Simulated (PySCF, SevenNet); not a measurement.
# Lattice constant a of zinc-blende AlN (metastable phase) at several levels of theory

No measured value is used here.

```
level (code)              value (Å)
---------------------  ------------
SevenNet-0 (SevenNet)             …
PBE (PySCF)            4.386 ± 0.02
MP2 (PySCF)            4.364 ± 0.02
```

Question: Fill in the missing entries.

Answer: 
- SevenNet-0 (SevenNet), value (Å): 4.400

A ± on a computed value is a rough bar: the spread of its extrapolation, a floor set from checks against published values, or a statistical error.

Machine-learned potentials (SevenNet-0) are trained on DFT data, which may include these solids.
